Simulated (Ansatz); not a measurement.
Cartesian coordinates in Å:
```
C 0.547 1.730 0.085
C -0.769 0.966 -0.021
Si -0.649 -0.832 0.508
C 0.582 -1.783 -0.536
H 1.317 1.295 -0.558
H 0.432 2.777 -0.211
H 0.934 1.719 1.108
H -1.147 0.997 -1.049
H -1.538 1.447 0.594
H -0.231 -0.893 1.940
H -1.992 -1.472 0.402
H 0.298 -1.760 -1.591
H 0.630 -2.829 -0.224
H 1.585 -1.361 -0.446
```

The species carries charge 0 and has multiplicity 1.

Q: List the B3LYP/def2-TZVPP orbital energies in eV (the Gaussian-basis code of Ansatz). (Estimate.)

A: Ansatz gave: Occupied: -1798.39, -276.64, -276.42, -276.28, -142.94, -98.26, -98.25, -98.24, -20.69, -18.99, -16.89, -13.53, -12.20, -11.63, -11.15, -10.84, -10.26, -9.66, -8.78, -8.63, -8.04. Lowest empty: 0.66, 0.90, 1.63, 1.82, 2.15, 2.19, 2.59, 2.78.

B3LYP here is the variant with VWN-RPA as its local correlation; programs differ in this.
